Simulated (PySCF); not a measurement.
## Exact simulation of a proton spin system

Molecule: `N(=C)O`, CH$_{3}$NO.

Molfile (atoms numbered from 1):
```
CH3NO
     RDKit          3D

  6  5  0  0  0  0  0  0  0  0999 V2000
   -0.8667   -0.0871    0.1676 C   0  0  0  0  0  0  0  0  0  0  0  0
    0.3039   -0.1998    0.6280 N   0  0  0  0  0  0  0  0  0  0  0  0
    1.2546    0.2492   -0.2635 O   0  0  0  0  0  0  0  0  0  0  0  0
   -1.6730   -0.4194    0.8096 H   0  0  0  0  0  0  0  0  0  0  0  0
   -1.0740    0.3205   -0.8209 H   0  0  0  0  0  0  0  0  0  0  0  0
    2.0808    0.1075    0.2072 H   0  0  0  0  0  0  0  0  0  0  0  0
  1  2  2  0
  2  3  1  0
  1  4  1  0
  1  5  1  0
  3  6  1  0
M  END
```

[PySCF 2.14: shielding tensors at B97-2/pcSseg-2 (GIAO); spin–spin couplings from B3LYP/pcJ-2; geometry from PBE0-D3(BJ)/def2-TZVP; no solvent; non-relativistic; one computed conformer]

δ = σ(ref) − σ, references computed at the same level: ¹H vs TMS.

Shifts (ppm): H4 6.42, H5 7.22.
Couplings (Hz): H4–H5: 11.0.

The 2-spin Hamiltonian (Zeeman plus full scalar coupling among like nuclei) was diagonalised exactly; lines are Lorentzian, 0.5 Hz wide, and the maxima above 3 % are listed with the tallest set to 100.

(1) Give the ¹H peak list of this spin system at 100 MHz.

(2) And at 600 MHz?

(3) Among coupled protons with different shifts, which pair is furthest from first order, and how does the field change that?

Answers

(1) 
Hz from δ = 0 (height): 727.9 (76), 716.9 (100), 647.1 (100), 636.1 (76)

(2) 
Hz from δ = 0 (height): 4337.6 (96), 4326.6 (100), 3857.5 (100), 3846.5 (96)

(3) H4 and H5: Δν/J is about 7.3 at 100 MHz (intermediate, with clear roofing) and 43.6 at 600 MHz (close to first order). J in Hz doesn't depend on the field, while Δν in Hz grows in proportion to it.

Exchangeable OH/NH protons stand at their gas-phase positions; hydrogen bonding in a real sample shifts them, mostly to higher δ.
